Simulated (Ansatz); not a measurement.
# C₂H₇NS: one species, many methods

An exercise on one series of results from a longer session: the logs are not shown, and one member is left open.

Method: functionals in def2-TZVPP, the program's frozen cores in correlated methods; program: Ansatz 0.2.0, Gaussian basis.

The runs, in order: LDA (SPW92), PBE-D4, revPBE-D4, BLYP-D4, r2SCAN-D4, B97M-V, PBE0-D4, B3LYP-D4, r2SCANh-D4, r2SCAN0-D4, HSE06-D4, BHLYP-D4, CAM-B3LYP-D4, LC-ωPBE, ωB97X-V, ωB97M-V, B2PLYP, PBE-QIDH; CCSD(T)/def2-SVP; CCSD(T)/def2-TZVPP; MP2/def2-QZVPP; extrapolation to the limit; RPA on PBE.

**The relaxed structure**

All runs share one geometry, relaxed beforehand with PBE0-D4 in a triple-zeta def2 set.

SMILES `CSCN`, 11 atoms, charge 0, spin multiplicity 1.

Atoms are counted from 1 here; the program's logs count them from 0.

Bond lengths: C1–S2 1.796 Å, C1–H5 1.092 Å, C1–H6 1.092 Å, C1–H7 1.090 Å, S2–C3 1.826 Å, C3–N4 1.434 Å, C3–H8 1.093 Å, C3–H9 1.092 Å, N4–H10 1.011 Å, N4–H11 1.012 Å. Angles: S2–C1–H5 111.8°, S2–C1–H6 111.2°, S2–C1–H7 107.2°, H5–C1–H6 109.9°, H5–C1–H7 108.1°, H6–C1–H7 108.6°, C1–S2–C3 99.8°, S2–C3–N4 118.1°, S2–C3–H8 108.1°, S2–C3–H9 103.9°, N4–C3–H8 109.1°, N4–C3–H9 109.7°, H8–C3–H9 107.4°, C3–N4–H10 111.6°, C3–N4–H11 111.0°, H10–N4–H11 107.8°.

As a file:

```
atom    x (Å)    y (Å)    z (Å)
  C1  -1.0271   1.1378  -0.6039
  S2   0.5416   1.2744   0.2604
  C3   0.6885  -0.4263   0.9096
  N4   0.8691  -1.4949  -0.0293
  H5  -0.9765   0.4172  -1.4227
  H6  -1.8329   0.8648   0.0812
  H7  -1.2482   2.1175  -1.0280
  H8  -0.1926  -0.6325   1.5218
  H9   1.5487  -0.3767   1.5807
 H10   0.0463  -1.6311  -0.6013
 H11   1.6483  -1.3073  -0.6478
```

The first run:

File in.yaml:

```yaml
crystal:
  periodic: [false, false, false]
  atoms:
    - {symbol: C, position_ang: [-1.027113, 1.137757, -0.603942]}
    - {symbol: S, position_ang: [0.541555, 1.274423, 0.260372]}
    - {symbol: C, position_ang: [0.688533, -0.426345, 0.909584]}
    - {symbol: N, position_ang: [0.869105, -1.494857, -0.029348]}
    - {symbol: H, position_ang: [-0.976501, 0.417212, -1.422711]}
    - {symbol: H, position_ang: [-1.832866, 0.864848, 0.081189]}
    - {symbol: H, position_ang: [-1.248173, 2.117454, -1.028021]}
    - {symbol: H, position_ang: [-0.192630, -0.632465, 1.521831]}
    - {symbol: H, position_ang: [1.548681, -0.376743, 1.580716]}
    - {symbol: H, position_ang: [0.046325, -1.631109, -0.601312]}
    - {symbol: H, position_ang: [1.648284, -1.307276, -0.647759]}
basis:
  gaussian: {orbitals: def2-TZVPP}
hamiltonian: {xc: lda}
output: {orbitals: {seedname: orbitals}}
```

Launch:

```bash
$ ansatz run in.yaml --threads 2 --pin off --events-out ev --progress --plain --max-ram 4352MiB
```

Steps of the session up to this table: LDA; PBE-D4 (GGA); revPBE-D4 (GGA); BLYP-D4 (GGA); r2SCAN-D4 (meta-GGA); B97M-V (meta-GGA); PBE0-D4 (hybrid); B3LYP-D4 (hybrid); r2SCANh-D4 (hybrid); r2SCAN0-D4 (hybrid); HSE06-D4 (hybrid); BHLYP-D4 (hybrid); CAM-B3LYP-D4 (range-separated); LC-ωPBE (range-separated); ωB97X-V (range-separated); ωB97M-V (range-separated); B2PLYP (double hybrid); PBE-QIDH (double hybrid).

One table of the session follows, with a row left open; its other results are not shown here.

It belongs to the step «Frontier levels by functional». 

```
  functional  HOMO (eV)  LUMO (eV)  gap (eV)
 LDA (SPW92)      -5.18      -0.17      5.01
      PBE-D4      -5.06      -0.01      5.05
   revPBE-D4      -5.01       0.08      5.08
     BLYP-D4      -4.93       0.01      4.94
   r2SCAN-D4      -5.30       0.42      5.71
      B97M-V      -5.40       0.19      5.59
     PBE0-D4          ?          ?         ?
    B3LYP-D4      -6.09       0.52      6.61
  r2SCANh-D4      -5.76       0.75      6.52
  r2SCAN0-D4      -6.47       1.22      7.69
    HSE06-D4      -5.91       0.49      6.39
    BHLYP-D4      -7.45       1.49      8.95
CAM-B3LYP-D4      -7.68       1.65      9.33
     LC-ωPBE      -9.07       2.98     12.05
     ωB97X-V      -8.71       2.75     11.46
     ωB97M-V      -8.56       2.34     10.90
```

Q: Estimate the row for PBE0-D4 from the others.

**Answer.** HOMO (eV): -6.31; LUMO (eV): 0.86; gap (eV): 7.17. In the column «HOMO (eV)» it lies between r2SCAN0-D4 (-6.47) and B3LYP-D4 (-6.09).
